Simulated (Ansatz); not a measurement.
A nudged elastic band was laid between two geometries of BH$_{3}$OSi (6 atoms, charge 0, multiplicity 1).

Level of theory: Ansatz, RKS B3LYP/6-31G*.

```yaml
movable_images: 7
climbing_image: yes
spring: 5.0 eV/Å²
optimiser: quadratic models (default)
start_path: through a guess of the saddle point
force_threshold: 0.05 eV/Å
iteration_limit: 60
end_points: relaxed
```

First end point:

```xyz
6
Properties=species:S:1:pos:R:3
B -0.946 -0.545 -0.399
O 0.172 -1.149 0.017
Si 0.465 0.610 0.193
H -1.976 -0.969 -0.817
H 1.607 1.034 -0.653
H 0.721 0.955 1.613
```

Last end point:

```xyz
6
Properties=species:S:1:pos:R:3
B -0.315 -0.063 0.048
O 0.038 -0.432 1.310
Si 0.377 1.625 -0.858
H -1.116 -0.736 -0.568
H 1.452 0.794 -1.572
H -0.393 -1.253 1.595
```

(1) Which bonds break or form, and what moves?

(2) Give the energies along the band, and the barrier.

(3) What is the geometry of the highest image?

Results:

(1) Bonds broken: O2–Si3, Si3–H6. Bonds formed: O2–H6.

(2) The run converged. The highest image is number 3 of 0 to 8, 57.4 kcal/mol above the first end and 25.9 kcal/mol above the last; the last end lies 31.5 kcal/mol above the first. The profile has 2 maxima (images 3, 7) with wells between them (image 5): this band takes more than one step, which may be the mechanism or a detour left from its start path. A vibrational analysis at the climbing image gives one clearly imaginary mode, 1566i cm⁻¹: a first-order saddle point. The orbitals stay closed-shell, which can raise the energy where a bond breaks towards radicals; this wasn't checked here.

```
image  path coordinate (Å)  energy (kcal/mol)  O2–Si3 (Å)  Si3–H6 (Å)  O2–H6 (Å)
    0                 0.00                0.0        1.79        1.48       2.70
    1                 0.54                9.0        1.89        1.46       2.33
    2                 1.08               32.7        2.13        1.49       1.87
    3                 1.62               57.4        2.23        1.68       1.29
    4                 2.24               40.1        2.63        2.38       0.98
    5                 2.86               33.4        3.04        3.02       0.97
    6                 3.48               39.5        3.15        3.56       0.95
    7                 4.09               40.1        2.88        3.73       0.96
    8                 4.71               31.5        3.01        3.86       0.97
```

(3) 
```xyz
6
Properties=species:S:1:pos:R:3
B -0.797 -0.376 -0.278
O -0.077 -0.890 0.711
Si 0.397 1.194 0.091
H -1.580 -0.955 -0.956
H 1.507 0.915 -0.916
H 0.592 0.048 1.302
```

The run took 5.2 min on 1 thread of Arm Neoverse V1, on a shared host, peak memory 0.1 GiB.
